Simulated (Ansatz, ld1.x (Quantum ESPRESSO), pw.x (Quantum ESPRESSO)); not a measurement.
As (Z = 33): one change to the PAW potential, in the atom and in the diamond crystal

ld1.x (Quantum ESPRESSO) 7.5 input, shortened:

```
&input
   title='As', zed=33., rel=1, dft='PBESOL', iswitch=3,
   config='[Ar] 3d10 4s2 4p3'
 /
 &inputp
   pseudotype=3, lpaw=.true., tm=.true., lloc=-1, rcloc=1.55,
   nlcc=.true., new_core_ps=.true., rcore=1.45,
   which_augfun='PSQ', rmatch_augfun_nc=.true.
 /
4
4S  1  0   2.00   0.00  1.05  1.45  0.0
4S  1  0   0.00  -0.65  1.05  1.45  0.0
4P  2  1   3.00   0.00  1.55  2.05  0.0
4P  2  1   0.00   1.60  1.55  2.05  0.0
 &test
   configts(1)='4s2 4p3'
 /
```

Change: all radii but the core radius scaled by about 1.35 (s 1.96, p 2.78 bohr, rcut 1.42/2.10); local potential all-electron potential smoothed inside 2.10 bohr (lloc = -1).

Cutoffs, loose and tight: the cutoffs (Ry, on a coarse ladder) from which the occupation-weighted sum of valence levels, in a spherical-Bessel basis at the reference potential, stays within 10 and 1 mRy of its value at 400 Ry. They do not see the model core or the augmentation charge, which bear on the density cutoff. Test errors are all-electron minus pseudo excitation energies from the reference, over the configurations 4s2 4p2; 4s2 4p1; 4s2 4p0; 4s1 4p0; 4s1 4p4; 4s1 4p3; 4s2 4p3.3; variants that change the core or the reference have their own tests.

Crystal test: diamond As in pw.x 7.5, no spin, 8³ k-points, Fermi–Dirac smearing 0.01 Ry, cutoffs set for each file from its atomic test. The reference is all-electron LAPW (Ansatz 0.2.0) with the same functional, mesh and smearing; V0 and B0 come from Birch–Murnaghan fits to the pressures at five volumes. Errors are pseudo minus all-electron; Δ is the rms difference of the E(V) curves that follow from these fits, minima aligned, over ±6 % about the mean V0. Mesh and smearing are coarse, so the numbers serve the comparison and aren't converged zero-temperature values; the lattice is a test structure that the element need not adopt.

All-electron: a0 = 6.020 Å (V0 = 27.27 Å³/atom), B0 = 51.0 GPa.

**Question.** Does the change bring the crystal closer to the all-electron result?

**Answer.** The mean pressure error goes from -8.29 to -4.92 GPa, so the change moves the solid closer to the all-electron pressures. Neither pressure curve crosses zero within the volumes sampled, so no fits are given.

| quantity | base | changed |
| --- | --- | --- |
| outcome (atom) | generated | generated |
| cutoff, loose (atom) | 18 Ry | 8 Ry |
| cutoff, tight (atom) | 30 Ry | 10 Ry |
| bound ghosts (atom) | none | none |
| largest test error (meV) (atom) | test run stopped at test 2 of 7 (negative rho) | -533 |
| cutoffs in pw.x (Ry) | 40/320 | 40/320 |
| mean pressure error (GPa) | -8.29 | -4.92 |

Base: This is a poor potential for the solid. Atomic configuration tests: test run stopped at test 2 of 7 (negative rho). The logarithmic derivative shows an extra or strongly shifted pseudo pole above the reference energy (s near 0.18 Ry). Changed file: The largest radius (2.78 bohr) exceeds half the bond length (2.46 bohr), so the spheres overlap, which is one possible source of error among others. This is a poor potential for the solid.
